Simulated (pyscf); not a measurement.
One four-centre exchange on the singlet surface with elements of a group swapped. ωB97M-D3(BJ)/def2-TZVP, kJ/mol, from the separated reactants. Optimised with ωB97X-D3(BJ)/def2-SVP in PySCF.

```
step                                                 barrier  reaction energy  imaginary mode (i cm⁻¹)
---------------------------------------------------  -------  ---------------  -----------------------
`[AsH2][AsH2]` + `[OH2]` -> `[OH][AsH2]` + `[AsH3]`        ?                ?                      410
`[PH2][PH2]` + `[OH2]` -> `[OH][PH2]` + `[PH3]`        234.9            +10.1                      409
```

Some entries are withheld; supply them.


- `[AsH2][AsH2]` + `[OH2]` -> `[OH][AsH2]` + `[AsH3]`, barrier: 210.6
- `[AsH2][AsH2]` + `[OH2]` -> `[OH][AsH2]` + `[AsH3]`, reaction energy: +55.6

Each row is the saddle that its search found. Elements up to Kr have no core potential and no relativistic terms here.
